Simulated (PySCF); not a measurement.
**Which basis set comes closest?**

Molecule: tetrahydroborate (SMILES [BH4-]).

Molfile (atoms numbered from 1):
```
BH4
     RDKit          3D

  5  4  0  0  0  0  0  0  0  0999 V2000
    0.0185   -0.0208   -0.0192 B   0  0  0  0  0  0  0  0  0  0  0  0
   -0.8096   -0.8263   -0.5031 H   0  0  0  0  0  0  0  0  0  0  0  0
    0.1605   -0.2522    1.2036 H   0  0  0  0  0  0  0  0  0  0  0  0
   -0.3972    1.1499   -0.1775 H   0  0  0  0  0  0  0  0  0  0  0  0
    1.1199   -0.1553   -0.6003 H   0  0  0  0  0  0  0  0  0  0  0  0
  1  2  1  0
  1  3  1  0
  1  4  1  0
  1  5  1  0
M  CHG  1   1  -1
M  END
```

Geometry PBE0-D3(BJ)/def2-SVP throughout; GIAO in PySCF 2.14, gas phase, one conformer, non-relativistic; equivalent atoms averaged; functional PBE0.

Reference values (measured; Macháček, Bühl, Fanfrlík, Hnyk, 11B NMR of BX3 and BX4-, J. Phys. Chem. A (author manuscript)): δ(B1) = -40.0 ppm vs BF3.OEt2. Computed shifts are taken against BF3·OEt2, calculated as an isolated molecule at each level.

**Question.** How do the basis sets STO-3G, 6-31G, pcSseg-0, 6-31G*, def2-SVP, cc-pVDZ, pcSseg-1, 6-311+G(2d,p), def2-TZVP, aug-cc-pVDZ, IGLO-III, cc-pVTZ, pcSseg-2, pcSseg-3 perform against the reference? Times are CPU seconds on shared hosts with different chips, so compare them loosely.

**Answer.** 
```tsv
basis set	functions	B1	abs. error B	core-s
STO-3G	9	-33.3	6.7	0.3
6-31G	17	-46.4	6.4	0.4
pcSseg-0	17	-48.0	8.0	0.6
6-31G*	22	-44.4	4.4	0.5
def2-SVP	34	-47.9	7.9	0.6
cc-pVDZ	34	-46.2	6.2	0.9
pcSseg-1	37	-51.0	11.0	0.88
6-311+G(2d,p)	51	-53.7	13.7	0.9
def2-TZVP	55	-53.1	13.1	1
aug-cc-pVDZ	59	-48.2	8.2	1.4
IGLO-III	75	-52.9	12.9	1.7
cc-pVTZ	86	-51.8	11.8	1.8
pcSseg-2	92	-53.2	13.2	1.2
pcSseg-3	204	-53.5	13.5	6.5
```

For 11B the closest is 6-31G* (4.4 ppm) and the furthest 6-311+G(2d,p) (13.7 ppm). Where a smaller basis beats a larger one, errors probably cancel; the largest sets show where the functional converges. One molecule is a small sample, and vibrational and solvent effects are absent from the calculation.

A small basis that lands close on one nucleus may do so by chance; judge by the trend and by all nuclei.
